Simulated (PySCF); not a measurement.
C2H5O, SMILES C([O])C (connectivity only; charge and spin as stated), charge -1, multiplicity 1.

Geometry optimised at ωB97X-D3(BJ)/def2-SVPD. The multiplicity is an assumed one; other spin states were not compared. The isomer is the one that the SMILES or the coordinates give; other isomers of the formula were not compared.

Two levels are set side by side: PBE/def2-TZVPD (PySCF) and ωB97X/def2-TZVPD (PySCF). Same geometry, gas phase. Differences are taken from unrounded values.

| quantity | PBE |
|---|---|
| orbital gap (eV) | 2.19 |
| highest occupied level (eV) | 1.61 |
| lowest empty level (eV) | 3.80 |
| mean polarisability (bohr³) | 70.4 |

**Question.** These are the PBE values. What does ωB97X give? (The exact figures need the calculation; the answer reports its results.)

**Answer.** 
```tsv
quantity	ωB97X	PBE minus ωB97X
orbital gap (eV)	7.84	-5.65
highest occupied level (eV)	-1.95	3.56
lowest empty level (eV)	5.89	-2.09
mean polarisability (bohr³)	52.7	17.7
```

PBE's occupied levels lie high since its potential decays too fast outside the molecule; exact exchange lowers them and widens the gap. PBE's more diffuse valence density responds more strongly to a field. Differences between two approximate levels are no errors against the true value.

Rough cost on one machine, each run with all the roots and properties that it gave: ωB97X against PBE within a factor of 2.
